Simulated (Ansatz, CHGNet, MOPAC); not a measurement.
Rutile SnO2, elastic constant C13

Reference value: 156 GPa (measured, temperature not stated, not corrected to a static lattice; as tabulated in Oses et al. (2018), arXiv:1811.08464).

```
level (code)                             value (GPa)  cell (Å³/atom)  difference (%)
---------------------------------------  -----------  --------------  --------------
PM6 semi-empirical Hartree-Fock (MOPAC)          209           14.14             +34
CHGNet-r²SCAN                                    140           12.15           -10.3
LDA (Ansatz)                                     155           11.86            -0.6
PBE (Ansatz)                                     128           12.58           -17.9
PBE0 (Ansatz)                                    156           12.01             0.0
```

The reference's temperature isn't stated, so close values are not ranked against it.

The reference isn't brought to a static lattice, while the calculations are for one, so the differences are not the levels' errors alone.  PM6 semi-empirical Hartree-Fock (MOPAC): the method was fitted mainly to molecules. PM6 semi-empirical Hartree-Fock (MOPAC): the run uses a supercell at the zone centre in place of a k mesh. Each level is taken at its own relaxed cell. Ansatz's density-functional and Hartree–Fock values are scalar-relativistic unless marked +SOC, with PAW data made under PBE.

Machine-learned potentials (CHGNet-r²SCAN) are trained on DFT data: a solid inside that data is no test of them.

Differences are worked out from the printed values.

Ansatz is a program for electronic structure.
